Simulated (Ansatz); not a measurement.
Consider the hydrogen abstraction from a C–H bond: `FC(Cl)Cl` + `[OH]`• → `F[C](Cl)Cl`• + H₂O.

Calculated with Ansatz (gas phase, PBE0-D4/def2-TZVP geometries, no zero-point term in ΔE). CCSD(T)/CBS is the MP2 limit (def2-TZVPP, def2-QZVPP) plus CCSD(T) − MP2 in def2-TZVPP, frozen cores. This one scheme is used for every species. DFT in def2-TZVPP. B3LYP here is the variant with VWN-RPA as its local correlation; programs differ in this. HSE06 is defined as in plane-wave codes. Open shells (•) are unrestricted, without spin–orbit coupling.

```json
{"level": "HSE06-D4", "ΔE (kJ/mol)": "-92.2"}
{"level": "CAM-B3LYP-D4", "ΔE (kJ/mol)": "-89.5"}
{"level": "B3LYP", "ΔE (kJ/mol)": "-90.7"}
{"level": "SCS-MP2/def2-TZVPP", "ΔE (kJ/mol)": "-80.9"}
{"level": "CCSD/def2-TZVPP", "ΔE (kJ/mol)": "-75.9"}
{"level": "MP2/def2-QZVPP", "ΔE (kJ/mol)": "-101.9"}
{"level": "SCS-MP2/def2-QZVPP", "ΔE (kJ/mol)": "-86.0"}
{"level": "HF/CBS(def2)", "ΔE (kJ/mol)": "-28.8"}
```

(1) What does CCSD(T)/CBS give? (Estimate.)

Largest T1 diagnostic among the species: 0.015.

Results:

(1) Computed: -89.3 kJ/mol. The listed levels differ from it by -2.9, -0.2, -1.4, 8.4, 13.4, -12.6, 3.3, 60.5 kJ/mol.

Leaving LDA and LC-ωPBE aside and taking each functional with its dispersion term where it has one, the values, not all of them listed here, spread over 40.2 kJ/mol, from PBE-D4 to BHLYP-D4. LDA lies −31.4 kJ/mol from PBE without D4. At CCSD(T), def2-SVP lies +20.1 kJ/mol from the extrapolated value and def2-TZVPP +8.2 kJ/mol.
